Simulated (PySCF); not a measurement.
Simulated characterisation data

One averaged value for each set of equivalent atoms, one conformer, no relativistic terms, in vacuum. Shielding tensors at PBE0/pcSseg-1 (GIAO); spin–spin couplings from B3LYP/pcJ-1; geometry from PBE0-D3(BJ)/def2-SVP; PySCF 2.14.

Referencing at the same level of theory: TMS for 1H and 13C. Multiplet labels drop J under 1 Hz and among equivalent protons, and merge close values. Unscaled 3J(H,H) run several per cent high. Where no couplings were computed, multiplicities follow the n + 1 count of equivalent neighbours, and m marks all less simple cases (inequivalent or close neighbours, rings, F or P nearby). One-bond C–F couplings are unscaled and too large by tens of Hz. Shifts are as computed. Against solution values, carbons near 30 ppm lie about +2 ppm off and those near 130 ppm about +5 ppm. Of 1211 compounds with measured shifts, 218 miss one by over three times the rms of a fit or turn the order of signals round; such compounds aren't used in these exercises.

**1.** Cyclopentadienethione, C5H4S. 1H NMR (600 MHz, computed): δ 7.50 (m, 2H), 5.15 (d, 2H). 13C{1H} NMR (computed): δ 275.9, 155.9, 125.1.

**2.** `FC1(F)C(F)(F)C1(F)F`, C3F6. 13C{1H} NMR (computed): δ 105.3 (m).
